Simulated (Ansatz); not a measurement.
## Ansatz (development build ahead of 0.2.0) run

```yaml
crystal:
  periodic: [false, false, false]
  atoms:
    - { symbol: C, position_ang: [-0.00686, -0.00386, -0.00617] }
    - { symbol: H, position_ang: [1.09859, 0.00637, 0.00542] }
    - { symbol: H, position_ang: [-0.55244, 0.9588, 0.00963] }
    - { symbol: H, position_ang: [-0.55128, -0.95865, 0.00965] }
basis:
  gaussian: { orbitals: cc-pVTZ }
total_charge: 1
hamiltonian:
  xc: hf
```

The input is written out in the form of the current development build from the run's settings.

Output:

| Property | Result |
| --- | --- |
| Converged | yes |
| Total energy | -39.24649 hartree |
| Spin squared of the determinant | 0.000 |
